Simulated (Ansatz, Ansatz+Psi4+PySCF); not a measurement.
```yaml
atoms:
  - { symbol: O, position_ang: [1.1498, 0.0000, 0.0000] }
  - { symbol: C, position_ang: [0.3528, 1.0865, 0.0000] }
  - { symbol: C, position_ang: [-0.9584, 0.7153, 0.0000] }
  - { symbol: C, position_ang: [-0.9584, -0.7153, 0.0000] }
  - { symbol: C, position_ang: [0.3528, -1.0865, 0.0000] }
  - { symbol: H, position_ang: [0.8548, 2.0507, 0.0000] }
  - { symbol: H, position_ang: [-1.8204, 1.3790, 0.0000] }
  - { symbol: H, position_ang: [-1.8204, -1.3790, 0.0000] }
  - { symbol: H, position_ang: [0.8548, -2.0507, 0.0000] }
```

Basis set: cc-pVTZ (spherical functions). Correlated methods keep 5 orbitals frozen. Charge 0, multiplicity 1.

Computed with Ansatz (development build ahead of 0.2.0); each method stands on the lowest determinant of its kind that the runs found. Restricted open shells among the atoms or ions are ROHF, correlated in semicanonical orbitals with singles.

Task: Give the atomization energy at this shape (free ground-state atoms in the same class of orbitals less the molecule, no zero-point energy) of singlet C4H4O by RHF-MP2, RHF.

Result:

```
 method  atomization energy
RHF-MP2            43.21 eV
    RHF            31.42 eV
```
